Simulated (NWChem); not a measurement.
Species: disilane (Si2H6); SMILES [SiH3][SiH3]

Program: NWChem. Geometry: optimised at PBE0/def2-SVP. Static field.

| level | isotropic polarisability (bohr³) | anisotropy (bohr³) |
|---|---|---|
| PBE/aug-cc-pVDZ | ? | ? |
| B3LYP/aug-cc-pVDZ | 63.9 | 18.7 |
| BHandHLYP/aug-cc-pVDZ | 61.7 | 17.0 |
| LC-BLYP (range parameter 0.33 per bohr)/aug-cc-pVDZ | 63.9 | 17.7 |

### Question
Some entries are withheld; supply them.

### Answer

- PBE/aug-cc-pVDZ, isotropic polarisability (bohr³): 65.8
- PBE/aug-cc-pVDZ, anisotropy (bohr³): 20.2
